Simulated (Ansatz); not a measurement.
Z-matrix (Å, degrees):
```
C
S 1 1.789
F 1 1.375 2 113.1
H 1 1.090 2 110.8 3 121.5
H 1 1.092 2 106.3 3 -118.9
H 2 1.343 1 96.6 3 -76.4
```

The species carries charge 0 and has multiplicity 1.

(1) List the CAM-B3LYP/def2-TZVPP orbital energies in eV (the Gaussian-basis code of Ansatz). (An estimate is asked.)

Answers

(1) Ansatz gave: Occupied: -2420.18, -673.49, -281.88, -218.21, -162.81, -162.71, -162.56, -35.12, -23.88, -20.04, -16.14, -15.92, -14.86, -12.78, -11.65, -10.89, -8.95. Lowest empty: 1.20, 2.31, 3.02, 3.54, 3.67, 6.22, 6.43, 7.05.
